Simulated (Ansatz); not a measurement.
A nudged elastic band was laid between two geometries of AlH5O2 (8 atoms, charge 0, multiplicity 1).

Level of theory: RKS revPBE-D4/def2-SVPD in Ansatz 0.2.0.

```yaml
movable_images: 7
climbing_image: yes
spring: 5.0 eV/Å²
optimiser: quadratic models (default)
start_path: through a guess of the saddle point
force_threshold: 0.05 eV/Å
iteration_limit: 60
end_points: relaxed
```

Initial state:

```xyz
8
Properties=species:S:1:pos:R:3
Al 0.064 -0.102 0.248
H 0.302 -0.690 1.722
H 1.210 -0.120 -0.869
O -1.638 -0.074 -0.316
H -1.908 -0.393 -1.188
O -0.296 1.870 0.747
H -1.225 1.822 0.415
H -0.342 2.048 1.705
```

Final state:

```xyz
8
Properties=species:S:1:pos:R:3
Al -0.195 0.633 -0.312
H -0.139 -0.330 2.046
H 1.218 0.045 -0.712
O -1.689 -0.253 -0.452
H -1.738 -1.148 -0.817
O -0.283 2.299 0.170
H -1.125 2.731 0.381
H 0.119 0.384 2.161
```

(1) What changes between the two ends?

(2) Give the energies along the band, and the barrier.

(3) What is the geometry of the highest image?

(4) What are the harmonic wavenumbers there?

## Answers

(1) Bonds broken: Al1–H2, O6–H8. Bonds formed: H2–H8. AlH5O2 becomes AlH3O2 + H2.

(2) It converged. The highest image is number 4 of 0 to 8, 0.58 eV above the first end and 0.88 eV above the last; the last end lies 0.30 eV below the first. A vibrational analysis at the climbing image gives one clearly imaginary mode, 1061i cm⁻¹: a first-order saddle point. The orbitals stay closed-shell, which can raise the energy where a bond breaks towards radicals; this wasn't checked here.

```json
{"image": "0", "path coordinate (Å)": "0.00", "energy (eV)": "0.00", "Al1–H2 (Å)": "1.60", "O6–H8 (Å)": "0.98", "H2–H8 (Å)": "2.81"}
{"image": "1", "path coordinate (Å)": "0.43", "energy (eV)": "0.03", "Al1–H2 (Å)": "1.61", "O6–H8 (Å)": "0.98", "H2–H8 (Å)": "2.52"}
{"image": "2", "path coordinate (Å)": "0.86", "energy (eV)": "0.11", "Al1–H2 (Å)": "1.62", "O6–H8 (Å)": "0.98", "H2–H8 (Å)": "2.09"}
{"image": "3", "path coordinate (Å)": "1.29", "energy (eV)": "0.29", "Al1–H2 (Å)": "1.66", "O6–H8 (Å)": "1.01", "H2–H8 (Å)": "1.59"}
{"image": "4", "path coordinate (Å)": "1.71", "energy (eV)": "0.58", "Al1–H2 (Å)": "1.78", "O6–H8 (Å)": "1.24", "H2–H8 (Å)": "1.08"}
{"image": "5", "path coordinate (Å)": "2.13", "energy (eV)": "0.16", "Al1–H2 (Å)": "2.00", "O6–H8 (Å)": "1.68", "H2–H8 (Å)": "0.83"}
{"image": "6", "path coordinate (Å)": "2.55", "energy (eV)": "-0.18", "Al1–H2 (Å)": "2.28", "O6–H8 (Å)": "2.11", "H2–H8 (Å)": "0.78"}
{"image": "7", "path coordinate (Å)": "2.96", "energy (eV)": "-0.28", "Al1–H2 (Å)": "2.48", "O6–H8 (Å)": "2.47", "H2–H8 (Å)": "0.77"}
{"image": "8", "path coordinate (Å)": "3.38", "energy (eV)": "-0.30", "Al1–H2 (Å)": "2.55", "O6–H8 (Å)": "2.79", "H2–H8 (Å)": "0.77"}
```

(3) 
```xyz
8
Properties=species:S:1:pos:R:3
Al -0.085 0.198 0.020
H 0.042 0.049 1.790
H 1.247 -0.204 -0.740
O -1.702 -0.217 -0.499
H -1.891 -0.912 -1.145
O -0.213 1.971 0.724
H -1.103 2.373 0.709
H -0.128 1.103 1.605
```

(4) 1061i, 160, 272, 365, 502, 514, 593, 639, 682, 725, 802, 1020, 1354, 1648, 1835, 1925, 3714, 3830 cm⁻¹.

Time of the run: 120 s on 2 threads of Arm Neoverse V1 (shared host), peak memory 0.13 GiB.
